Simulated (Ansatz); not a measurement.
```yaml
crystal:
  periodic: [false, false, false]
  atoms:
    - {symbol: Be, position_ang: [-1.766553, -0.388890, -0.002646]}
    - {symbol: Mg, position_ang: [0.685335, 0.170981, 0.001026]}
    - {symbol: H, position_ang: [-2.158270, 0.898656, -0.003281]}
    - {symbol: H, position_ang: [1.427505, -1.544472, 0.002204]}
basis:
  gaussian: {orbitals: def2-TZVP}
magnetization: {spin_polarized: true, initial_magnetization: 2}
hamiltonian: {xc: pbe0}
relax: {f_tol: 0.004, max_steps: 80}
```

```sh
$ ansatz run in.yaml --threads 1 --pin off --events-out ev --progress --plain --max-ram 2176MiB
```

Steps of the relaxation (energy above the last step; positions in Å, forces in eV/Å):

```
4
step 1, 642.0 meV
Be   -1.767   -0.389   -0.003   -0.364   -0.163   -0.001
Mg    0.685    0.171    0.001    0.691   -0.738    0.001
H    -2.158    0.899   -0.003   -0.229    0.240    0.000
H     1.428   -1.544    0.002   -0.098    0.660    0.000
```

```
4
step 2, 469.8 meV
Be   -1.885   -0.328   -0.003   -0.033    0.072    0.000
Mg    0.803    0.010    0.001   -0.126    0.073    0.000
H    -2.309    0.962   -0.004   -0.110    0.050    0.000
H     1.579   -1.508    0.002    0.270   -0.196    0.000
```

```
4
step 3, 419.3 meV
Be   -1.955   -0.254   -0.003    0.004    0.043    0.000
Mg    0.809   -0.088    0.001   -0.020   -0.154    0.000
H    -2.437    1.017   -0.004   -0.014    0.012    0.000
H     1.771   -1.539    0.003    0.030    0.099    0.000
```

```
4
step 10, 24.9 meV
Be   -2.382   -0.232   -0.004   -0.021    0.204    0.000
Mg    0.111   -0.616    0.000    0.248   -0.088    0.000
H    -1.372    0.800   -0.002   -0.039   -0.212    0.000
H     1.832   -0.815    0.003   -0.188    0.097    0.000
```

```
4
step 15, 0.0 meV
Be   -2.412   -0.148   -0.004    0.000    0.000    0.000
Mg    0.090   -0.737    0.000    0.000    0.000    0.000
H    -1.289    0.721   -0.002    0.000    0.000    0.000
H     1.799   -0.699    0.003    0.000    0.000    0.000
```

Close pairs at the end: Be1–H3 1.420 Å, Mg2–H4 1.709 Å, Mg2–H3 2.008 Å, Be1–Mg2 2.571 Å.

A stationary point of unrestricted PBE0 after 15 steps, with ⟨S²⟩ = 2.002 against 2.00 for a pure state; no frequencies were run, so it isn't proven a minimum. 28 s on 1 thread of Intel Xeon Platinum 8259CL, shared host.
